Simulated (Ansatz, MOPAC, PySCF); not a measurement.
Dissociation curve of SMILES FCF (CH2F2). The C1–F5 bond (C1 also carries F, H, H; F5 carries nothing else) is varied alone, starting from the PBE0/def2-TZVP optimised geometry.

Levels of theory: PM7, restricted, heats of formation (MOPAC); RMP2 = MP2 on RHF/cc-pVTZ, frozen core (Ansatz, an electronic-structure program); RMP2/3-21G = restricted MP2 (frozen core)/3-21G in PySCF 2.14.0; RCCSD(T) = CCSD(T) on RHF/cc-pVTZ, frozen core in Ansatz.

Energies are in eV, each relative to the lowest point of its own curve near equilibrium.

| R / Å | PM7 | RMP2 | RMP2/3-21G | RCCSD(T) |
|---|---|---|---|---|
| 1.10 | 2.803 | 2.251 | 3.270 | 2.261 |
| 1.15 | 1.620 | 1.288 | 2.030 | 1.295 |
| 1.21 | 0.699 | 0.559 | 1.033 | 0.563 |
| 1.27 | 0.198 | 0.167 | 0.430 | 0.169 |
| 1.31 | 0.043 | 0.042 | 0.192 | 0.043 |
| 1.35 | 0.000 | 0.000 | 0.055 | 0.000 |
| 1.36 | 0.004 | 0.000 | 0.034 | 0.000 |
| 1.42 | 0.124 | 0.074 | 0.000 | 0.073 |
| 1.47 | 0.321 | 0.210 | 0.067 | 0.207 |
| 1.55 | 0.742 | 0.522 | 0.300 | 0.516 |
| 1.68 | 1.532 | 1.163 | 0.869 | 1.146 |
| 1.82 | 2.357 | 1.919 | 1.596 | 1.878 |
| 2.02 | 3.394 | 2.967 | 2.651 | 2.860 |
| 2.22 | 4.285 | 3.904 | 3.610 | 3.674 |
| 2.40 | 4.960 | 4.634 | 4.337 | 4.220 |
| 2.68 | 5.756 | 5.566 | 5.169 | — |
| 2.97 | 6.312 | 6.294 | 5.642 | — |
| 3.31 | 6.745 | 6.882 | 5.744 | — |
| 3.58 | 6.989 | 7.168 | 5.549 | — |
| 4.08 | 7.315 | 7.336 | 4.794 | — |
| 4.75 | 7.619 | 7.040 | 3.466 | — |

At the longest distance, 4.75 Å, PM7 lies highest above its minimum (7.619 eV) and RMP2/3-21G lowest (3.466 eV).

The RMP2 curve passes through a maximum at 4.08 Å and then falls by 0.297 eV up to the last usable point.

The RMP2/3-21G curve passes through a maximum at 3.31 Å and then falls by 2.278 eV up to the last usable point.

A dash means that the run gave no value there, or that the column was ended at a point which the program doubted or which failed a test of continuity chosen for this set; such a test can also cut sound points.

The restricted form behind PM7, RMP2, RMP2/3-21G keeps the bonding electrons paired and can't separate into open-shell fragments. The T1 diagnostic of CCSD on the restricted reference of RMP2, RCCSD(T) exceeds 0.045 at 2.40 to 4.75 Å.
